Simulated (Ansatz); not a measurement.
1T (CdI2-type) SnSe2 was calculated with PBEsol (Ansatz, an electronic-structure program, PAW).

Settings: plane-wave cutoff 520 eV, 12×12×6 k mesh (along the axes of the cell as run), Fermi–Dirac smearing 0.01 eV, scalar-relativistic PAW data made under PBE.

Starting structure:

```
SnSe2
1.0
    3.81000     0.00000     0.00000
   -1.90500     3.29956     0.00000
    0.00000     0.00000     6.14000
Sn Se
1 2
Direct
  0.00000   0.00000   0.00000
  0.33333   0.66667   0.25000
  0.66667   0.33333   0.75000
```

Question: Into what structure does the relaxation of cell and atoms lead at this level, with the symmetry of the start kept?

Answer: The volume increases by 0.7 %; final space group P-3m1.
```
SnSe2
1.0
    3.81773     0.00000     0.00000
   -1.90886     3.30625     0.00000
    0.00000     0.00000     6.15514
Sn Se
1 2
Direct
  0.00000   0.00000   0.00000
  0.33333   0.66667   0.25775
  0.66667   0.33333   0.74225
```

Note: the cell comes from a level without a dispersion term, which matters for the spacing of layers, chains or molecules.
